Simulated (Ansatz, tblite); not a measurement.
Cost and result up the ladder for (H3Si)2NH (Si2NH7) (10 atoms). Charge 0, multiplicity 1. Geometry: B3LYP-D4/def2-TZVP.

Cartesian coordinates in Å:
```
Si -0.1074 -1.4442 -0.6011
H 1.0401 -2.2565 -1.0749
H -0.5280 -1.8917 0.7443
H -1.2279 -1.6717 -1.5498
N 0.3452 0.2221 -0.4773
Si -0.0073 1.3618 0.7772
H 1.1970 2.1684 1.0938
H -0.4349 0.5950 1.9673
H -1.0886 2.3123 0.4103
H 0.8119 0.6045 -1.2898
```

Ansatz on 4 threads of AMD EPYC 9R45 on a shared host; xTB runs through tblite on one thread. Times are rough, summed over both states, and most runs start from the orbitals of an earlier one. PBE0-D4/def2-TZVP serves as the yardstick here, not as an exact answer. The other state is a doublet.

The xTB rows come from tblite.

Raw xTB energies of ions are shifted by several eV.

```csv
level,functions,wall time,vertical IE (eV),difference from PBE0-D4/def2-TZVP (eV)
GFN2-xTB,29,0.004 s,13.33,3.81
GFN1-xTB,36,0.041 s,14.45,4.93
PBE-D4/def2-TZVP,147,1.1 s,9.26,-0.26
PBE0-D4/def2-TZVP (with forces),147,1.5 s,9.52,0.00
r2SCAN-D4/def2-TZVP,147,1.9 s,9.35,-0.17
```
